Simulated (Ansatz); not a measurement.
Here is an Ansatz input file for C2H3FOS2, SMILES FC1(S)OCS1. Write the same calculation for the Python package.

```yaml
crystal:
  periodic: [false, false, false]
  atoms:
    - { symbol: F, position_ang: [-0.7877, 1.296, -0.6312] }
    - { symbol: C, position_ang: [-0.5716, 0.3509, 0.2323] }
    - { symbol: S, position_ang: [-1.265, 0.6835, 1.8718] }
    - { symbol: O, position_ang: [0.9043, 0.0189, 0.2574] }
    - { symbol: C, position_ang: [0.7699, -0.8913, -0.8851] }
    - { symbol: S, position_ang: [-0.92, -1.272, -0.4104] }
    - { symbol: H, position_ang: [-0.4903, 1.7933, 2.1097] }
    - { symbol: H, position_ang: [1.5299, -1.6813, -0.7862] }
    - { symbol: H, position_ang: [0.9191, -0.3443, -1.7755] }
basis:
  gaussian: { orbitals: def2-SVPD }
correlation:
  method: mp2
  electrons: all
output:
  forces: true
```

The program run on that file:
```console
$ ansatz run input.yaml --threads 1 --pin off --max-ram 4096MiB --backend cpu --events-out ev --progress --plain --runs-dir out
Engine: ansatz 0.2.0, aarch64-unknown-linux-gnu
Functional definition: HF
  exchange = exact_x
  correlation = 0
1575 factors; integrals over basis functions are off by at most 1.0e-3 eV
mean field evaluation 1: about -28468.0672 eV, gradient 4.1e1 eV
mean field evaluation 2: about -28468.1815 eV, gradient 4.1e1 eV
mean field evaluation 4: about -28472.2404 eV, gradient 4.1e0 eV
mean field evaluation 8: about -28472.3255 eV, gradient 1.2e-1 eV
mean field -28472.32561526 eV, -1046.3386671252 hartree, gradient 1.2e-6 eV, S^2 0.000000; 0 other end points of the search recorded, 0 dependent functions left out
reference -28472.32561526 eV, -1046.3386671252 hartree; 32, 32 occupied and 132, 132 virtual orbitals, 1575 factors
second order -26.67725027 eV of doubles, -0.00000000 eV of singles
the calculation of the forces begins
mean field evaluation 16: about -28472.3256 eV, gradient 1.2e-6 eV
Total energy: -28499.00286553 eV, -1047.3190379902 hartree
Atom 0 at    -0.787700     1.296000    -0.631200 Å, force    -0.370893     2.063740    -1.386496 eV/Å
Atom 1 at    -0.571600     0.350900     0.232300 Å, force     2.487693    -1.753079     2.467207 eV/Å
Atom 2 at    -1.265000     0.683500     1.871800 Å, force     0.557054     0.550757    -0.009920 eV/Å
Atom 3 at     0.904300     0.018900     0.257400 Å, force    -1.471157     1.085320    -0.579051 eV/Å
Atom 4 at     0.769900    -0.891300    -0.885100 Å, force     1.316252    -0.450401     2.445301 eV/Å
Atom 5 at    -0.920000    -1.272000    -0.410400 Å, force    -1.481268    -1.500566    -1.058759 eV/Å
Atom 6 at    -0.490300     1.793300     2.109700 Å, force    -0.446613    -0.541660    -0.261038 eV/Å
Atom 7 at     1.529900    -1.681300    -0.786200 Å, force    -0.401352    -0.109474    -0.065482 eV/Å
Atom 8 at     0.919100    -0.344300    -1.775500 Å, force    -0.189716     0.655363    -1.551761 eV/Å
Dipole moment:     0.172536    -0.044609    -0.135217 e Å
```

`energy_c2h3fos2.py`
```python
"""Electronic structure of the C2H3FOS2 molecule."""

import argparse
import logging
import sys

import ansatz
import numpy as np

logging.basicConfig(stream=sys.stdout, format="[%(levelname)s] %(message)s")
logger = logging.getLogger("calc")
logger.setLevel(logging.INFO)

parser = argparse.ArgumentParser(description="Electronic structure of the C2H3FOS2 molecule.")
parser.add_argument("--basis-set", required=True, help="basis")
parser.add_argument("--level", required=True, help="wavefunction method")
args = parser.parse_args()


def main() -> None:
    geometry_ang = [
        ("F", (-0.7877, 1.296, -0.6312)),
        ("C", (-0.5716, 0.3509, 0.2323)),
        ("S", (-1.265, 0.6835, 1.8718)),
        ("O", (0.9043, 0.0189, 0.2574)),
        ("C", (0.7699, -0.8913, -0.8851)),
        ("S", (-0.92, -1.272, -0.4104)),
        ("H", (-0.4903, 1.7933, 2.1097)),
        ("H", (1.5299, -1.6813, -0.7862)),
        ("H", (0.9191, -0.3443, -1.7755)),
    ]
    system = ansatz.Crystal.molecule()
    for symbol, xyz in geometry_ang:
        system = system.atom(symbol, xyz)

    job = (
        system.calculation()
        .basis(gaussian=args.basis_set)
        .correlation(args.level, electrons="all")
        .forces()
    )
    rep = job.session().plan(threads=1).execute().report

    logger.info("reference energy %16.6f eV" % rep["reference_energy_ev"])
    logger.info("total energy     %16.6f eV" % rep["free_energy_ev"])
    print("occupied (up, down):", rep["n_occupied"], " virtual:", rep["n_virtual"], " frozen:", rep["n_frozen"])

    print("correlation energy", round(rep["free_energy_ev"] - rep["reference_energy_ev"], 5), "eV")
    cluster = rep["correlation"].get("coupled_cluster")
    if cluster:
        print("cycles", cluster["cycles"], " T1 diagnostic", round(cluster["t1_diagnostic"], 4), " largest double", round(cluster["largest_double"], 4))

    symbols = [site.symbol for site in system.cartesian_sites]
    logger.info("forces (eV/A)")
    for symbol, f in zip(symbols, rep["forces_ev_ang"]):
        logger.info(f"  {symbol:2s} {f[0]:9.4f} {f[1]:9.4f} {f[2]:9.4f}")

    charges = rep["charge_distribution"]
    print("dipole moment", round(4.803205 * float(np.linalg.norm(charges["dipole_moment_e_ang"])), 3), "D")
    print("Mulliken:", [(s, round(q, 3)) for s, q in zip(symbols, charges["mulliken_charges_e"])])


if __name__ == "__main__":
    main()
```

```console
$ python energy_c2h3fos2.py --basis-set def2-SVPD --level mp2
[INFO] reference energy    -28472.325615 eV
[INFO] total energy        -28499.002866 eV
occupied (up, down): [32, 32]  virtual: [132, 132]  frozen: 0
correlation energy -26.67725 eV
[INFO] forces (eV/A)
[INFO]   F    -0.3709    2.0637   -1.3865
[INFO]   C     2.4877   -1.7531    2.4672
[INFO]   S     0.5571    0.5508   -0.0099
[INFO]   O    -1.4712    1.0853   -0.5791
[INFO]   C     1.3163   -0.4504    2.4453
[INFO]   S    -1.4813   -1.5006   -1.0588
[INFO]   H    -0.4466   -0.5417   -0.2610
[INFO]   H    -0.4014   -0.1095   -0.0655
[INFO]   H    -0.1897    0.6554   -1.5518
dipole moment 1.074 D
Mulliken: [('F', -0.39), ('C', 0.786), ('S', -0.286), ('O', -0.735), ('C', 0.712), ('S', -0.23), ('H', 0.289), ('H', -0.141), ('H', -0.005)]
```

Notes:
- The settings weren't tested for convergence.
- The geometry is a force-field or estimated start, not a minimum of this method, and the basis set is short of its limit.
- Finished in 31 s on 1 thread of Arm Neoverse V1, on a shared host, peak memory 0.64 GiB.

(A comment or docstring line of the script was reworded after the run, the code is as it ran; lines on the test bed's own set-up are left out of the output.)
